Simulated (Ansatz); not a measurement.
hcp Os was calculated with PBEsol in Ansatz (PAW).

Settings: plane-wave cutoff 520 eV, 30×30×16 k mesh (along the axes of the cell as run), Fermi–Dirac smearing 0.07 eV (set by the program), no spin polarisation, scalar-relativistic PAW data made under PBE.

Cell (measured lattice):

```
CELL_PARAMETERS angstrom
      2.73420     0.00000     0.00000
     -1.36710     2.36789     0.00000
      0.00000     0.00000     4.31990
ATOMIC_POSITIONS crystal
  Os 0.66667 0.33333 0.75000
  Os 0.33333 0.66667 0.25000
```

Q: Estimate the elastic constant C11, Young modulus, elastic constant C13, elastic constant C12, elastic constant C33, elastic constant C44 and elastic constant C66 that the calculation returns.

A: 
- elastic constant C11: 772 GPa
- Young modulus: 682 GPa
- elastic constant C13: 224 GPa
- elastic constant C12: 232 GPa
- elastic constant C33: 863 GPa
- elastic constant C44: 272 GPa
- elastic constant C66: 270 GPa

Measured, for comparison: elastic constant C11 763 GPa, elastic constant C13 218 GPa, elastic constant C12 228 GPa, elastic constant C33 843 GPa, elastic constant C44 269 GPa (0 K, extrapolated to 0 K (read from the set's bulk modulus against, 405 at 300 K); as tabulated in Liu et al. (2023), arXiv:2002.00005). Computed (rounded) less measured: elastic constant C11 +1 %, elastic constant C13 +3 %, elastic constant C12 +2 %, elastic constant C33 +2 %, elastic constant C44 +1 %.

Note: the cell isn't this level's own, so it is under some stress, which shifts stiffness and frequencies.

Elastic constants are with the ions relaxed.

Spin–orbit coupling is not included.

The computed numbers hold no vibrational or temperature effects.

Cost on a shared machine: about 40 core-minutes (a rough figure).

Ansatz is an electronic-structure program.
